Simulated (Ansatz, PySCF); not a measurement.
System: C3H5O, charge 0, doublet. C3H5O (SMILES [CH2]C(C)=O, doublet).
B3LYP-D3(BJ)/def2-TZVP minimum from Ansatz (an electronic-structure program):
```xyz
9

O     -0.3046     0.1976     1.3189
C     -0.0324     0.0695     0.1240
C      0.0638     1.2218    -0.7254
C      0.2080    -1.2952    -0.4880
H      0.1077    -2.0611     0.2771
H     -0.1067     2.1992    -0.2960
H      0.3011     1.1392    -1.7780
H      1.2069    -1.3481    -0.9274
H     -0.5087    -1.4869    -1.2902
```
Charge 0, spin multiplicity 2.

Quantity: enthalpy of formation at 298 K (by atomisation, with ideal-gas terms from PySCF's Hessian at B3LYP-D3(BJ)/def2-TZVP and the atoms' measured values of the G2/97 table; no spin-orbit terms), in kcal/mol. Radicals and triplets start from unrestricted determinants; spin-orbit coupling is neglected. Correlated methods leave the cores frozen. No relativity. Double hybrids freeze cores in their MP2 part. Where a partner has so few electrons that a lower coupled-cluster level is exact, that level stands in. The UHF reference of C3H5O ([CH2]C(C)=O, doublet) is spin-contaminated (<S^2> up to 0.16 over the pure value in the sets run).

```
level                 program  enthalpy of formation at 298 K (kcal/mol)
--------------------  -------  -----------------------------------------
HF/cc-pVTZ             Ansatz                                      222.9
PBE/def2-TZVPD         Ansatz                                      -32.4
B2GP-PLYP/def2-TZVPD   Ansatz                                        4.8
CCSD(T)/cc-pVTZ        Ansatz                                       16.1
CCSDT(Q)/cc-pVDZ       Ansatz                                       56.5
```
